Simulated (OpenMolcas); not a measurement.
## CH5NSi (SMILES C[Si]N): the HOMO–LUMO gap, rung by rung

CH5NSi has 8 atoms, charge 0, and is taken as a singlet. As SMILES, `C[Si]N`. The shape is that of a PBE0-D4/def2-TZVP optimisation. This is one conformer, not always the lowest.

```xyz
8

C    -0.6600    0.8247   -0.5521
Si    0.9638    0.6538    0.4277
N     0.9322   -1.0344    0.6907
H    -1.0264   -0.1018   -1.0043
H    -0.5625    1.5834   -1.3341
H    -1.4314    1.1950    0.1359
H     1.6512   -1.5019    1.2201
H     0.2252   -1.6757    0.3603
```

Quantity: the HOMO–LUMO gap, in eV. The values are calculated.

| level | kind | program | value (eV) | CPU time |
| --- | --- | --- | --- | --- |
| HF/def2-SVPD | Hartree–Fock | OpenMolcas | 10.60 | 27 s |
| BLYP/def2-SVPD | GGA | OpenMolcas | 3.10 | 55 s |
| PBE/def2-SVPD | GGA | OpenMolcas | 3.06 | 61 s |
| revPBE/def2-SVPD | GGA | OpenMolcas | 3.09 | 55 s |
| M06-L/def2-SVPD | meta-GGA | OpenMolcas | 3.41 | 83 s |
| r2SCAN/def2-SVPD | meta-GGA | OpenMolcas | 3.36 | 88 s |
| M06-2X/def2-SVPD | hybrid meta-GGA | OpenMolcas | 6.80 | 89 s |
| B2PLYP/def2-SVPD | double hybrid | OpenMolcas | 7.09 | 58 s |

The values span 3.06 to 10.60 eV. Orbital gaps aren't excitation energies, and those of double hybrids come from the SCF part alone; they tend to grow with the share of exact exchange. CPU times are rough (shared hosts, several kinds of processor and program).
